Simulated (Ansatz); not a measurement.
A calculation with Ansatz (development build ahead of 0.2.0).

```yaml
crystal:
  periodic: [false, false, false]
  atoms:
    - { symbol: C, position_ang: [-1.3446, -0.4817, 0.1478] }
    - { symbol: C, position_ang: [-1.0916, 0.9298, 0.0748] }
    - { symbol: C, position_ang: [0.253, 1.4116, -0.073] }
    - { symbol: C, position_ang: [1.3446, 0.4817, -0.1478] }
    - { symbol: C, position_ang: [1.0916, -0.9298, -0.0748] }
    - { symbol: C, position_ang: [-0.253, -1.4116, 0.073] }
    - { symbol: H, position_ang: [-2.3902, -0.8563, 0.2627] }
    - { symbol: H, position_ang: [-1.9405, 1.6529, 0.133] }
    - { symbol: H, position_ang: [0.4497, 2.5093, -0.1297] }
    - { symbol: H, position_ang: [2.3902, 0.8563, -0.2627] }
    - { symbol: H, position_ang: [1.9405, -1.6529, -0.133] }
    - { symbol: H, position_ang: [-0.4497, -2.5093, 0.1297] }
basis:
  gaussian: { orbitals: STO-3G }
hamiltonian:
  xc: hf
```

The input is written out in the form of the current development build from the run's settings.

Results

```json
{"Converged": "yes", "Total energy": "-227.86950 hartree", "Spin squared of the determinant": "0.000"}
```
